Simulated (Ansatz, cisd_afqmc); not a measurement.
Species: CF$_{4}$, charge 0, singlet. CF4 (SMILES FC(F)(F)F).
B3LYP-D3(BJ)/def2-TZVP minimum from Ansatz (a first-principles code):
```
C
F 1 1.3260
F 1 1.3260 2 109.47
F 1 1.3260 2 109.47 3 120.00
F 1 1.3260 2 109.47 4 120.00
```

Total energies in cc-pVTZ, 32 correlated electrons, 5 frozen orbitals. UHF or UKS for unpaired electrons; spin-orbit terms are left out. Cores are frozen in correlated methods. No relativity. The Monte Carlo rows (phaseless AFQMC, CISD trial, step 0.005/hartree) carry one-sigma bars that omit the constraint's bias. Outlying blocks are dropped, and bars are widened where a walk drifts. Over all cases where full CI ran beside it in this data, AFQMC minus full CI had a median of +0.1 mEh and passed +0.4 mEh in a tenth of the cases.

```json
[
 {"method": "HF", "program": "Ansatz", "energy (Eh)": "-435.81322", "minus AFQMC/CISD (mEh)": "1188.8 ± 0.4"},
 {"method": "MP2", "program": "Ansatz", "energy (Eh)": "-436.96587", "minus AFQMC/CISD (mEh)": "36.1 ± 0.4"},
 {"method": "CCSD", "program": "Ansatz", "energy (Eh)": "-436.96489", "minus AFQMC/CISD (mEh)": "37.1 ± 0.4"},
 {"method": "CCSD(T)", "program": "Ansatz", "energy (Eh)": "-437.00089", "minus AFQMC/CISD (mEh)": "1.1 ± 0.4"},
 {"method": "AFQMC/CISD", "program": "cisd_afqmc", "energy (Eh)": "-437.0020 ± 0.0004", "minus AFQMC/CISD (mEh)": "0.0"}
]
```
